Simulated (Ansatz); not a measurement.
Geometry optimisation, RHF/def2-SVP (Ansatz).

The input (input.yaml):

```yaml
crystal:
  periodic: [false, false, false]
  atoms:
    - { symbol: Si, position_ang: [0.0, 0.0, 0.0] }
    - { symbol: Si, position_ang: [1.3097, 0.0, 2.0349] }
    - { symbol: H, position_ang: [-0.0051, -0.4067, 2.5222] }
    - { symbol: H, position_ang: [2.3193, -0.9353, 2.5222] }
    - { symbol: H, position_ang: [1.6149, 1.342, 2.5222] }
    - { symbol: H, position_ang: [1.6588, 0.0, 0.0648] }
    - { symbol: "N", position_ang: [-0.8572, 1.4851, -0.6061] }
    - { symbol: H, position_ang: [-1.8773, 1.43, -0.8888] }
    - { symbol: H, position_ang: [-0.3367, 2.4058, -0.6766] }
    - { symbol: H, position_ang: [-0.6877, -1.1914, -0.4862] }
basis:
  gaussian: { orbitals: def2-SVP }
hamiltonian:
  xc: hf
relax:
  f_tol: 0.15
  max_steps: 25
  restrain:
    - { distance: [1, 5], at: 1.46, k: 30.0 }
    - { distance: [0, 1], at: 3.42, k: 30.0 }
    - { distance: [0, 5], at: 2.66, k: 30.0 }
```

Run as:

```bash
$ ansatz run input.yaml --threads 1 --pin off --max-ram 2048MiB --backend cpu --events-out ev --progress --plain --runs-dir out
```

**Question.** Where does it end, and by what steps?

**Answer.** The run converged. The restraints hold the end off the free minimum. After 18 steps the energy has fallen by 2.942 eV (the restraints' own energy left out); H8 moved furthest, 1.28 Å. Parted: Si1–Si2 (2.42 → 3.44 Å). Joined: Si2–H6 (2.00 → 1.47 Å).

```json
{"step": "0", "energy less start (eV)": "0.0000", "largest force component (eV/Å)": "4.055", "accepted": "yes"}
{"step": "1", "energy less start (eV)": "1.3475", "largest force component (eV/Å)": "5.621", "accepted": "yes"}
{"step": "2", "energy less start (eV)": "2.3747", "largest force component (eV/Å)": "5.301", "accepted": "yes"}
{"step": "3", "energy less start (eV)": "1.8715", "largest force component (eV/Å)": "5.889", "accepted": "yes"}
{"step": "4", "energy less start (eV)": "0.4644", "largest force component (eV/Å)": "6.547", "accepted": "yes"}
{"step": "5", "energy less start (eV)": "-1.1622", "largest force component (eV/Å)": "4.010", "accepted": "yes"}
{"step": "6", "energy less start (eV)": "-2.0763", "largest force component (eV/Å)": "2.053", "accepted": "yes"}
{"step": "7", "energy less start (eV)": "-2.4078", "largest force component (eV/Å)": "1.604", "accepted": "yes"}
{"step": "8", "energy less start (eV)": "-2.5662", "largest force component (eV/Å)": "2.256", "accepted": "yes"}
{"step": "9", "energy less start (eV)": "-2.6281", "largest force component (eV/Å)": "1.349", "accepted": "yes"}
{"step": "10", "energy less start (eV)": "-2.6714", "largest force component (eV/Å)": "0.874", "accepted": "yes"}
{"step": "11", "energy less start (eV)": "-2.7162", "largest force component (eV/Å)": "1.029", "accepted": "yes"}
{"step": "12", "energy less start (eV)": "-2.7671", "largest force component (eV/Å)": "0.852", "accepted": "yes"}
{"step": "13", "energy less start (eV)": "-2.8262", "largest force component (eV/Å)": "0.674", "accepted": "yes"}
{"step": "14", "energy less start (eV)": "-2.8648", "largest force component (eV/Å)": "0.718", "accepted": "yes"}
{"step": "15", "energy less start (eV)": "-2.8935", "largest force component (eV/Å)": "0.796", "accepted": "yes"}
{"step": "16", "energy less start (eV)": "-2.9330", "largest force component (eV/Å)": "0.652", "accepted": "yes"}
{"step": "17", "energy less start (eV)": "-2.9375", "largest force component (eV/Å)": "0.636", "accepted": "no"}
{"step": "18", "energy less start (eV)": "-2.9422", "largest force component (eV/Å)": "0.745", "accepted": "yes"}
```

```xyz
10
Properties=species:S:1:pos:R:3
Si -0.042 0.035 -1.258
Si 1.313 0.031 1.902
H -0.067 -0.454 2.117
H 2.193 -0.569 2.933
H 1.367 1.505 2.028
H 1.820 -0.375 0.586
N -0.735 1.364 -0.429
H -1.416 1.326 0.305
H -0.467 2.308 -0.636
H -0.828 -1.043 -0.538
```

The run took 13 s on 1 thread of AMD EPYC 9R45 96-Core Processor (Zen 5) (shared host), peak memory 0.17 GiB.
